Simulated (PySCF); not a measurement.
Bonds (- single, = double, # triple, : aromatic): C1=C2 1.333 Å, C2-C3 1.496 Å, C3-N4 1.443 Å, N4-C5 1.440 Å. C1 carries H6, H7; C2 carries H8; C3 carries H9, H10; N4 carries H11; C5 carries H12, H13, H14. H6 is cis to C3; H7 is trans to C3.

PySCF 2.14.0 with density-fitted response routines calculation with J couplings at B3LYP/pcJ-1 (spin–dipole term only in couplings to heteroatoms), σ from GIAO-B3LYP/pcSseg-2 and PBE0-D3(BJ)/def2-SVP geometry; relativity neglected, gas phase, equivalent nuclei averaged, one conformer.

List the cross peaks expected in HSQC, COSY and HMBC spectra.

Answers



HSQC (one-bond C–H):
```tsv
δH	δC	¹J(C,H) (Hz)
6.37 (H8)	154.4 (C2)	162
5.39 (H6)	123.2 (C1)	163
5.17 (H7)	123.2 (C1)	169
3.21 (H9/H10)	63.4 (C3)	135
2.57 (H12/H13/H14)	40.1 (C5)	137
```

COSY cross peaks (|J| ≥ 2 Hz):
```tsv
δH	δH	abs. J (Hz)	bonds
6.37 (H8)	5.39 (H6)	18.4	3
6.37 (H8)	5.17 (H7)	11.3	3
6.37 (H8)	3.21 (H9/H10)	7.6	3
5.39 (H6)	5.17 (H7)	2.3	2
```

HMBC (two and three bonds, |J| ≥ 2.5 Hz):
```tsv
δH	δC [abs. J in Hz]
6.37 (H8)	63.4 (C3) [3.4]
5.39 (H6)	63.4 (C3) [8.0]
5.17 (H7)	63.4 (C3) [13.1]
3.21 (H9/H10)	154.4 (C2) [4.8], 123.2 (C1) [6.5]
2.57 (H12/H13/H14)	63.4 (C3) [6.3]
```

δ = σ(ref) − σ, references computed at the same level: TMS for ¹H (σref 31.39) and ¹³C (σref 179.19).

Short H···H contacts in this conformer between protons four or more bonds apart (candidates for NOE cross peaks, intensity ∝ r⁻⁶): H6···H9 2.44 Å, H10···H14 2.47 Å.

Exchangeable OH/NH protons stand at their gas-phase positions; hydrogen bonding in a real sample shifts them, mostly to higher δ. Unscaled 3J(H,H) at this level run about 10 % above measured values. Shifts are as computed. Against solution values, carbons near 30 ppm lie about +3 ppm off and those near 130 ppm about +8 ppm. Of 1211 compounds with measured shifts, 218 miss one by over three times the rms of a fit or turn the order of signals round; such compounds aren't used in these exercises. Couplings across =CH–CH2 type bonds come from one rotamer and its mirror image, and can be 1–2 Hz further off.
